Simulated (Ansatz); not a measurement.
Conformers and stereoisomers of C4H6F2, SMILES `CC(F)=CCF`, each relaxed with PBE0-D4/def2-TZVP in Ansatz. CBS adds the triple-zeta coupled-cluster correction to the MP2 limit.

Not all of them had a frequency check.

Conformer A:

Cartesian coordinates in Å:
```
C 1.546 0.210 -0.459
C 0.672 -0.107 0.693
F 1.397 -0.331 1.804
C -0.648 -0.194 0.783
C -1.587 0.032 -0.339
F -2.175 -1.166 -0.736
H 2.122 1.116 -0.256
H 0.978 0.349 -1.376
H 2.259 -0.605 -0.609
H -1.068 -0.463 1.746
H -1.094 0.461 -1.213
H -2.402 0.697 -0.038
```

Conformer B:

```xyz
12

C    -0.844    0.663    1.644
C     0.011    0.446    0.457
F     1.007    1.348    0.383
C    -0.110   -0.485   -0.479
C     0.798   -0.633   -1.642
F     1.411   -1.881   -1.614
H    -1.638   -0.081    1.688
H    -0.244    0.599    2.556
H    -1.290    1.661    1.615
H    -0.927   -1.190   -0.382
H     1.580    0.127   -1.638
H     0.245   -0.575   -2.586
```

Question: Which is lowest in electronic energy at CCSD(T)/CBS (frozen core, def2 sets), and by how much? (Best estimate.)

Answer: Ansatz gave: B; A lies 3.5 kJ/mol higher.

Question: Give the energies relative to B (kJ/mol) with PBE0-D4/def2-TZVPP, ωB97X-V/def2-TZVPP, HF/def2-TZVPP, MP2/def2-TZVPP, MP2/def2-QZVPP, SCS-MP2/def2-QZVPP, CCSD/CBS(def2). (Estimate.)

Answer: Ansatz gave: 
```json
{"level": "PBE0-D4/def2-TZVPP", "A": "3.1"}
{"level": "ωB97X-V/def2-TZVPP", "A": "3.8"}
{"level": "HF/def2-TZVPP", "A": "6.6"}
{"level": "MP2/def2-TZVPP", "A": "3.6"}
{"level": "MP2/def2-QZVPP", "A": "3.3"}
{"level": "SCS-MP2/def2-QZVPP", "A": "4.0"}
{"level": "CCSD/CBS(def2)", "A": "4.0"}
```
